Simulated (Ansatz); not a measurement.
System: chalcopyrite CdGeAs2. Method: PBE (plane waves, PAW; Ansatz, a quantum-chemistry and plane-wave program).

Run with plane-wave cutoff 500 eV, 10×10×10 k mesh, Fermi–Dirac smearing 0.05 eV, scalar-relativistic PAW data made under PBE.

Computed at the level's own relaxed cell.

### Question
Estimate the volume per atom, equilibrium lattice constant a and c axis length that the calculation returns.

### Answer

- volume per atom = 26.25 Å³/atom
- equilibrium lattice constant a = 6.048 Å
- c axis length = 11.485 Å

The run finds no gap.

Measured, for comparison: lattice constant a 5.943 Å, lattice parameter c 11.216 Å (298 K, no zero-point or thermal correction; as tabulated in Abstract on Scilit: Piezoelectric nonlinear optic CuGaSe2 and CdGeAs2: Crystal …). Computed (rounded) less measured: lattice constant a +1.8 %, lattice parameter c +2.4 %.

The computed numbers hold no vibrational or temperature effects.

The result took about 16 core-minutes (a rough figure).
